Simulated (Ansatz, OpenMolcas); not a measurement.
**How basis sets differ on PH (SMILES [PH])**

The species is PH (2 atoms), meant as a triplet with charge 0. As SMILES, `[PH]`. Geometry: relaxed at PBE0-D4/def2-TZVP.

```tsv
atom	x (Å)	y (Å)	z (Å)
P	0.0000	0.0000	-0.0146
H	0.0000	0.0000	1.4137
```

Each level gives the energy change with the P1–H2 bond stretched from 1.428 to 2.857 Å (eV). The values are calculated.

```
                              level           kind     program  value (eV)
                       UB3LYP/3-21G  global hybrid      Ansatz        2.65
                     UB3LYP/pcseg-0  global hybrid  OpenMolcas        3.16
UB3LYP/6-31G* (spherical functions)  global hybrid  OpenMolcas        2.97
                     UB3LYP/cc-pVDZ  global hybrid      Ansatz        2.97
```

The first shape isn't each level's own minimum. The values span 2.65 to 3.16 eV. Spin contamination of the reference (⟨S²⟩ at least 0.1 too high) touches UB3LYP/3-21G, UB3LYP/pcseg-0, UB3LYP/6-31G*, UB3LYP/cc-pVDZ.
